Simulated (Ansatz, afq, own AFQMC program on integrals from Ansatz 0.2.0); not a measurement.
## SiH, quartet in cc-pVTZ, levels against full CI

```xyz
2

Si    0.0000    0.0000    0.0000
H     0.0000    0.0000    4.9740
```

Basis cc-pVTZ. Only valence electrons are correlated. Ansatz 0.2.0 and our own AFQMC program on the same integrals; the CISD trial comes from CCSD amplitudes, and released means the phaseless constraint is let go. Error bars are statistical, one sigma.

Determinant: UHF, the one that the program's search chose, which needn't be the lowest solution. The geometry is a point of a scan.

Full CI on the same integrals is exact in this basis and with this determinant's frozen core.

Cautions: lower spins were not checked; the released energies have errors that jump between times, so the bars are unsure, so no released level is given (meV from the phaseless value at times in 1/Eh: -2.0 ± 0.9 at 0.24, 123 ± 126 at 0.51, -35 ± 29 at 0.99, -9 ± 3 at 1.62, -7.4 ± 0.8 at 2.40).

- T1 diagnostic: 0.0106
- weight of the determinant in the CISD state: 0.933
- ⟨S²⟩ of the determinant: 3.765
- size of the correlated space: 5 electrons in 43 orbitals

| level | correlation energy (eV) |
| --- | --- |
| MP2 | -1.5267 |
| CCSD | -2.0212 |
| CCSD(T) | -2.0878 |

**Question.** Estimate where full CI lies against CCSD(T) on the same integrals.

**Answer.** 0.51 kcal/mol below CCSD(T).

Reference: full CI, correlation energy -2.110 eV.

```json
{"level": "CCSD(T)", "E − E(reference) (kcal/mol)": "0.51", "share of correlation (%)": "98.94"}
{"level": "CCSDT", "E − E(reference) (kcal/mol)": "0.05", "share of correlation (%)": "99.90"}
{"level": "CCSDT(Q)", "E − E(reference) (kcal/mol)": "0.01", "share of correlation (%)": "99.98"}
{"level": "CCSDTQ", "E − E(reference) (kcal/mol)": "0.00", "share of correlation (%)": "100.00"}
{"level": "ph-AFQMC/CISD", "E − E(reference) (kcal/mol)": "0.22 ± 0.02", "share of correlation (%)": "99.54"}
```

CCSDT and higher add their correlation energy to the determinant of the CCSD(T) run, since their own runs factorise the integrals more tightly (a shift of under 2 meV). A walk keeps the symmetry of its determinant, which the program's search chose and which needn't be the lowest solution, so a lower state of the same spin and another symmetry isn't excluded.
